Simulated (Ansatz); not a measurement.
Molecule (SMILES): [O-][O+]=O.
Geometry (B3LYP-D3(BJ)/def2-TZVP, fixed):
```
O
O 1 1.2535
O 1 1.2535 2 118.30
```

Basis-set convergence of the dipole moment at PBE with Ansatz (an electronic-structure program). Dipoles come from the density behind the forces; the sign is taken along the dipole that this method gives in the largest set. All functions are spherical. No added dispersion term, no relativity. Reference: the value in aug-pcseg-3, 0.639 D. Deviations are taken from unrounded values.

```json
[
 {"basis": "cc-pVDZ", "functions": "42", "dipole moment (D)": "0.577", "minus reference (D)": "-0.062"},
 {"basis": "aug-cc-pVDZ", "functions": "69", "dipole moment (D)": "0.633", "minus reference (D)": "-0.005"},
 {"basis": "cc-pVTZ", "functions": "90", "dipole moment (D)": "0.606", "minus reference (D)": "-0.033"},
 {"basis": "jun-cc-pV(T+d)Z", "functions": "117", "dipole moment (D)": "0.639", "minus reference (D)": "0.000"},
 {"basis": "aug-cc-pVTZ", "functions": "138", "dipole moment (D)": "0.641", "minus reference (D)": "0.002"},
 {"basis": "cc-pVQZ", "functions": "165", "dipole moment (D)": "0.609", "minus reference (D)": "-0.030"},
 {"basis": "d-aug-cc-pVTZ", "functions": "186", "dipole moment (D)": "0.638", "minus reference (D)": "-0.001"},
 {"basis": "aug-cc-pVQZ", "functions": "240", "dipole moment (D)": "0.639", "minus reference (D)": "0.000"}
]
```

The smallest set listed that lies within 0.02 D of the reference with all its larger relatives (same family, alike in diffuse functions; a set with none counts only in the reference's own line) is aug-cc-pVDZ (69 functions, -0.005 D off). Inside, with no larger relative to test it: d-aug-cc-pVTZ.
